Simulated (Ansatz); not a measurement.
Input for Ansatz (development build ahead of 0.2.0):

```yaml
crystal:
  periodic: [false, false, false]
  atoms:
    - { symbol: O, position_ang: [0.0, 0.0, -1.69924] }
    - { symbol: C, position_ang: [0.0, 0.0, 0.65826] }
    - { symbol: S, position_ang: [0.0, 0.0, 2.22356] }
basis:
  gaussian: { orbitals: pcseg-2 }
magnetization:
  spin_polarized: true
hamiltonian:
  xc: pbe
```

The input is written out in the form of the current development build from the run's settings.

Output:

| Property | Result |
| --- | --- |
| Converged | yes |
| Total energy | -511.03122 hartree |
| Spin squared of the determinant | 0.910 |
| Stability test | minimum |

Caution: the unrestricted determinant is a mixture of spin states.
